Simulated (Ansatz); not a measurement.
This Ansatz (a quantum-chemistry and plane-wave program) input (CCSD(T)/aug-cc-pVQZ) gives -129.75805 Eh with 160 basis functions. A basis named .json is the Basis Set Exchange file of that set (core-valence sets with the plain set on hydrogen).

Ansatz 0.2 input:
```yaml
crystal:
  periodic: [false, false, false]
  atoms:
    - {symbol: N, position_ang: [-0.00000000, -0.00000000, -0.61062678]}
    - {symbol: O, position_ang: [0.00000000, 0.00000000, 0.53429844]}
basis:
  gaussian:
    orbitals: aug-cc-pVQZ
magnetization: {spin_polarized: true, initial_magnetization: 1}
correlation: {method: ccsd_t, electrons: outside_noble_gas}
```

Change:
```diff
- orbitals: aug-cc-pVQZ
+ orbitals: def2-QZVPPD.json
```

### Question
What does the run give now?

### Answer
-129.75564 Eh (CCSD(T)/def2-QZVPPD, 129 functions), a change of +2.41 mEh.
